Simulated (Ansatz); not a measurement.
# BSiNH+ (quintet): the correlation ladder, def2-TZVPP

The task here is to estimate one member of a computed series from the others.

Computed with Ansatz 0.2.0, Gaussian basis. Level: def2-TZVPP, core rule «outside noble gas», up to 7 orbitals frozen.

To be run: UHF; ROHF; CCSD(T) on UHF.

## What is computed

The geometry is a PBE0/def2-TZVP stationary point (not a proven minimum) of the parent state, kept for this charge and spin.

4 atoms, charge 1, spin multiplicity 5.

Atoms are counted from 1 here; the program's logs count them from 0.

Bond lengths: N1–B2 1.323 Å, B2–Si3 1.932 Å, Si3–H4 1.485 Å. Angles: N1–B2–Si3 176.5°, B2–Si3–H4 121.5°.

As a file:

```xyz
4
BHNSi
N     0.00000    0.05169    2.03534
B     0.00000    0.04449    0.71238
Si    0.00000   -0.08341   -1.21489
H     0.00000    1.12866   -2.07268
```

Set-up of the first run:

in.yaml reads:

```yaml
crystal:
  periodic: [false, false, false]
  atoms:
    - {symbol: N, position_ang: [0.000000, 0.051693, 2.035342]}
    - {symbol: B, position_ang: [0.000000, 0.044493, 0.712376]}
    - {symbol: Si, position_ang: [0.000000, -0.083412, -1.214889]}
    - {symbol: H, position_ang: [0.000000, 1.128664, -2.072682]}
basis:
  gaussian: {orbitals: def2-TZVPP}
total_charge: 1
magnetization: {spin_polarized: true, initial_magnetization: 4}
hamiltonian: {xc: hf}
output: {orbitals: {seedname: orbitals}}
```

Started as:

```console
$ ansatz run in.yaml --threads 1 --pin off --events-out ev --progress --plain --max-ram 4096MiB --backend cpu
```

Steps of the session up to this table: UHF; ROHF; CCSD(T) on UHF.

One table of the session follows, with a row left open; its other results are not shown here.

| method | from UCCSD(T) (meV) |
| --- | --- |
| ROHF | +8432.5 |
| UHF | +8197.9 |
| UMP2 | +1435.5 |
| UCCSD | ? |
| UCCSD(T) | 0 |

Estimate the missing values for UCCSD.

The run gave: from UCCSD(T) (meV): +296.1. In the column «from UCCSD(T) (meV)» it lies between UCCSD(T) (0) and UMP2 (+1435.5).
